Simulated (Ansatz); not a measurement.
CH₄SSi, SMILES `[SiH3]C=S` at its PBE0-D4/def2-TZVP geometry, where that method's forces vanish. Total charge 0; spin multiplicity 1.

```xyz
7

Si    0.4987    0.5395   -0.3194
C    -0.5938   -0.7849    0.4481
S    -2.1937   -0.6600    0.5863
H    -0.3374    1.6784   -0.7601
H     1.2329   -0.0569   -1.4683
H     1.4994    0.9754    0.6921
H    -0.1060   -1.6916    0.8212
```

**Question.** What forces (eV/Å) does PBE-D4/def2-TZVPP give on these atoms in the Gaussian-basis code of Ansatz? (Best estimate.)

**Answer.** Computed: 
```
Si1 -0.023 -0.024  0.014
C2   0.399  0.058 -0.076
S3  -0.652  0.044  0.059
H4  -0.084  0.125 -0.050
H5   0.096 -0.056 -0.125
H6   0.124  0.051  0.101
H7   0.140 -0.199  0.077
```
